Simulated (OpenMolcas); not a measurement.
## BSiH5O− (SMILES [BH2-]O[SiH3]): name the method

BSiH5O− has 8 atoms, charge -1, and is taken as a doublet. As SMILES, `[BH2-]O[SiH3]`. Geometry: relaxed at GFN2-xTB.

```xyz
8

B    -0.2160    1.0058   -1.3557
O    -0.1074    0.2080   -0.2711
Si    0.2439   -0.7647    0.9314
H    -0.6950    0.5726   -2.3736
H     0.3161    2.0877   -1.3635
H    -0.9921   -0.4937    1.8999
H     0.0838   -2.2266    0.6942
H     1.3665   -0.3892    1.8384
```

A calculation with OpenMolcas 26.06 gave:

| Property | Result |
| --- | --- |
| total energy | -391.1925 Eh |
| HOMO energy | 1.15 eV |
| LUMO energy | 8.37 eV |
| ⟨S²⟩ | 0.760 |
| largest force | 4.555 eV/Å |

Question: Which of these levels gave the numbers?
A. BLYP/6-31+G* (spherical functions)
B. HF/def2-SVP
C. B3LYP/6-31G* (spherical functions)
D. HF/3-21G

Answer: B. The others give -389.2421 Eh (HF/3-21G), -392.5278 Eh (BLYP/6-31+G* (spherical functions)), -392.5625 Eh (B3LYP/6-31G* (spherical functions)).
